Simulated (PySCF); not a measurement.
Property card for methanol, `CO`

Compound: methanol, CH₄O.
Numbering: `[CH3:1][OH:2]` (hydrogens: H3, H4, H5 on C1; H6 on O2)

Structural features include: alcohol.

**GFN2-xTB geometry**

```
Point group of the GFN2-xTB geometry                  : Cs
Rotational constants A, B, C of the GFN2-xTB geometry : 128.018, 25.225, 24.323 GHz
```

**PBE0/def2-SVPD ground state and vertical TDDFT (core frozen in the response) (PySCF)**

```
Dipole moment                                                     : 1.67 D
HOMO energy                                                       : -7.99 eV
LUMO energy                                                       : 0.59 eV
HOMO–LUMO gap                                                     : 8.58 eV
Lowest singlet excitation                                         : 6.93 eV (179 nm, f = 0.002)
Strongest line among the 8 lowest singlet transitions             : S5 at 9.23 eV (134 nm, f = 0.065)
Lowest triplet excitation (Tamm–Dancoff)                          : 6.59 eV
Static isotropic polarisability                                   : 20.7 au
Electronic spatial extent ⟨r²⟩ about the centre of nuclear charge : 84 bohr²
```

Monoisotopic mass (most abundant isotopes): 32.0262 u.

The 8 singlets span 6.93 to 10.26 eV, and their oscillator strengths add up to 0.19. In atomic units the dipole is 0.66 e·bohr (1 au = 2.5417 D). The polarisability is 3.06 Å³ as a volume (1 au = 0.148185 Å³), or 1.15 au for each of the 18 electrons. The largest Löwdin shares of the HOMO are 0.66 on O2, 0.16 on C1, 0.07 on H5 and 0.07 on H3. The rotational constants make it an asymmetric top with κ = (2B − A − C)/(A − C) = -0.98, nearer the prolate limit (−1). No computed singlet falls in the visible range (750 to 380 nm, 1.65 to 3.26 eV); S1 lies 3.67 eV above its blue end. With B = h/(8π²I), that is 505.379 GHz u Å² over I, the principal moments of inertia are 3.95, 20.0 and 20.8 u Å² (most abundant isotopes).

Isolated species at its GFN2-xTB geometry, gas phase.

For the TDDFT job (PBE0/def2-SVPD), on one thread of an Arm Neoverse V1 (shared host), this took 2.3 s.
